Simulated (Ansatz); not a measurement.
## Si–AsH2, sextet: reading a ladder of total energies

Geometry: that of the Si–AsH2, quartet, kept fixed. The doublet lies 7.5 eV lower here.

```xyz
4

Si    0.0386    0.0000    1.7775
As   -0.0412    0.0000   -0.6421
H     0.9933    1.0941   -0.9003
H     0.9933   -1.0941   -0.9003
```

Basis cc-pVDZ; Ansatz 0.2.0. Only valence electrons are correlated (noble-gas cores and the filled d shells of p-block atoms frozen), which leaves 11 electrons in 36 orbitals. R marks a restricted (for open shells ROHF) determinant, U an unrestricted one. No spin–orbit coupling is included, and no scalar relativity.

Full CI isn't at hand for all of this; UCCSDT(Q) serves as the reference, and is uncertain by the last step of the cluster series or more.

UCCSD has a T1 diagnostic of 0.028 and a largest doubles amplitude of 0.09.

The cluster runs stand on a determinant 0.12 eV above the lowest UHF solution, chosen by a search with trial CCSD; the correlation energy below is counted from it.

Runs differ by some tens of microhartree through their thresholds and, for an open shell, their frozen cores, so steps under 0.03 kcal/mol mean nothing.

Here the R and U totals at CCSDT(Q) differ by 0.17 kcal/mol, a measure of how far such totals hang on the determinant and its frozen core.

```tsv
level	total energy (hartree)
UHF determinant under the cluster runs	-2523.964689
UMP2	-2524.101414
UCCSD	-2524.138332
UCCSD(T)	-2524.144096
UCCSDT	-2524.145921
UCCSDT(Q)	-2524.146295
```

Problem. What is the correlation energy at UCCSDT(Q), and what share of it do UMP2 and UCCSD recover?

Solution. E(corr) = -2524.146295 − (-2523.964689) = -0.181606 hartree = -4.942 eV. UMP2: -0.136725 / -0.181606 = 75.29 %. UCCSD: -0.173643 / -0.181606 = 95.62 %.

Problem. By how many kcal/mol does UCCSD(T) miss UCCSDT(Q) (1 hartree = 627.509 kcal/mol), and which steps make up the rest?

Solution. -2524.144096 − (-2524.146295) = 0.002199 hartree = 1.38 kcal/mol. Steps: UCCSDT − UCCSD(T) = -1.15, UCCSDT(Q) − UCCSDT = -0.23 kcal/mol. Differences between like states or geometries often cancel part of this.
